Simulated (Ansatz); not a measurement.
in.yaml

```yaml
crystal:
  periodic: [false, false, false]
  atoms:
    - {symbol: O, position_ang: [-1.993765, 0.017219, 0.000000]}
    - {symbol: H, position_ang: [-2.243075, 0.943795, 0.000000]}
    - {symbol: H, position_ang: [-0.728765, 0.017219, 0.000000]}
    - {symbol: Si, position_ang: [1.118235, 0.017219, 0.000000]}
    - {symbol: H, position_ang: [1.730415, -0.857065, 1.090012]}
    - {symbol: H, position_ang: [1.730415, -0.857065, -1.090012]}
basis:
  gaussian: {orbitals: cc-pVDZ}
magnetization: {spin_polarized: true, initial_magnetization: 0}
hamiltonian: {pseudopotentials: {relativity: none}}
correlation: {method: bccd, electrons: outside_noble_gas}
```

```sh
$ ansatz run in.yaml --threads 1 --pin off --events-out ev --progress --plain --max-ram 2393MiB
```

Output:

```
488 factors; integrals over basis functions are off by at most 1.4e-3 eV
mean field evaluation 1: about -9954.8284 eV, gradient 2.7e1 eV
mean field evaluation 2: about -9954.8503 eV, gradient 2.7e1 eV
mean field evaluation 4: about -9958.4948 eV, gradient 2.1e0 eV
mean field evaluation 8: about -9958.6008 eV, gradient 1.6e-1 eV
mean field evaluation 16: about -9958.7367 eV, gradient 9.8e-1 eV
mean field evaluation 32: about -9958.9650 eV, gradient 3.5e-1 eV
mean field evaluation 64: about -9952.9017 eV, gradient 1.8e1 eV
mean field evaluation 96: about -9953.3800 eV, gradient 6.1e0 eV
mean field evaluation 128: about -9958.5392 eV, gradient 2.9e0 eV
mean field evaluation 160: about -9955.3607 eV, gradient 8.6e0 eV
...
cycle  10  -9.06179827 eV  change    2.0e-2 eV  update   4.4e-3
cycle  11  -9.04656289 eV  change    1.5e-2 eV  update   2.3e-3
cycle  12  -9.03947921 eV  change    7.1e-3 eV  update   9.0e-4
cycle  13  -9.04019907 eV  change   -7.2e-4 eV  update   3.8e-4
cycle  14  -9.03821098 eV  change    2.0e-3 eV  update   1.7e-4
cycle  15  -9.03800707 eV  change    2.0e-4 eV  update   1.3e-4
cycle  16  -9.03895198 eV  change   -9.4e-4 eV  update   1.0e-4
cycle  17  -9.03893341 eV  change    1.9e-5 eV  update   2.8e-5
cycle  18  -9.03890291 eV  change    3.1e-5 eV  update   1.7e-5
cycle  19  -9.03890618 eV  change   -3.3e-6 eV  update   1.1e-5
Total energy: -9968.04659030 eV, -366.3189556089 hartree
```

Ran on 1 thread of Arm Neoverse V1, shared host: 7.5 s wall, 0.27 GiB peak host memory.
